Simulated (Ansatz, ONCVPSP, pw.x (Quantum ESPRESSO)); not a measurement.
From atom to crystal: ONCV potential for thallium

| Property | Result |
| --- | --- |
| Element | Tl (Z = 81) |
| Generator | ONCVPSP 4.0.1 |
| Type | optimised norm-conserving Vanderbilt (ONCV) |
| Functional | PBEsol |
| Relativity | scalar-relativistic |
| Frozen core | [Xe] 4f14 |
| Valence charge | 13 |
| Reference configuration | 5d10 6s2 6p1 |
| Partial waves | 6s: rc 2.05 bohr, ncon 4, nbas 8, qcut 3.2 1/bohr, 2 projectors, debl 2.9 Ha; 6p: rc 2.00 bohr, ncon 4, nbas 7, qcut 3.9 1/bohr, local; 5d: rc 2.00 bohr, ncon 4, nbas 8, qcut 7.8 1/bohr, 1 projector |
| Local potential | the p channel |
| Core correction | Teter function, fcfact 5.25, rcfact 1.65 |

Atomic tests: cutoffs needed: 21 Ha and 35 Ha (the cutoffs (Ha) at which the residual kinetic energy of the hardest occupied pseudo-wave falls to 1 and 0.1 mHa per electron); ghost test: no bound ghost flagged; GHOST(+) flagged for s at 77.6 eV; configuration tests: 1 of 4 tests not solved or not reliable.

Crystal test: diamond Tl in pw.x 7.5, no spin, 8³ k-points, Fermi–Dirac smearing 0.01 Ry, cutoffs 85/340 Ry. The reference is all-electron LAPW (Ansatz 0.2.0) with the same functional, mesh and smearing; V0 and B0 come from Birch–Murnaghan fits to the pressures at five volumes. Errors are pseudo minus all-electron; Δ is the rms difference of the E(V) curves that follow from these fits, minima aligned, over ±6 % about the mean V0. Mesh and smearing are coarse, so the numbers serve the comparison and aren't converged zero-temperature values; the lattice is a test structure that the element need not adopt.

| V (Å³/atom) | P all-electron (GPa) | P pseudo (GPa) |
| --- | --- | --- |
| 38.866 | 1.12 | 2.15 |
| 39.889 | 0.52 | 1.43 |
| 40.912 | 0.00 | 0.82 |
| 41.935 | -0.44 | 0.30 |
| 42.958 | -0.81 | -0.15 |

All-electron: a0 = 6.892 Å (V0 = 40.91 Å³/atom), B0 = 19.0 GPa.

Pseudopotential: mean pressure error (GPa): +0.83; a0 (Å): 6.985; a0 error (%): +1.36; B0 error (%): -4.8; Δ (meV/atom): 6.9. This is a poor potential for the solid. Atomic configuration tests: 1 of 4 tests not solved or not reliable.

At the middle volume, how do free energy and pressure move when the wave cutoff is lowered (ecutrho kept at four times it)?

```
cutoff (Ry)  shift of F (meV/atom)  shift of P (GPa)
         38                +1164.9            -29.80
         51                  +52.5             -0.82
         68                   +9.0             -0.22
```

The run at the middle volume (29 k-points, 8 iterations) took about 50 s on one core of a shared host (Intel(R) Xeon(R) Platinum 8488C, 192 threads, 744 GiB, load 22).
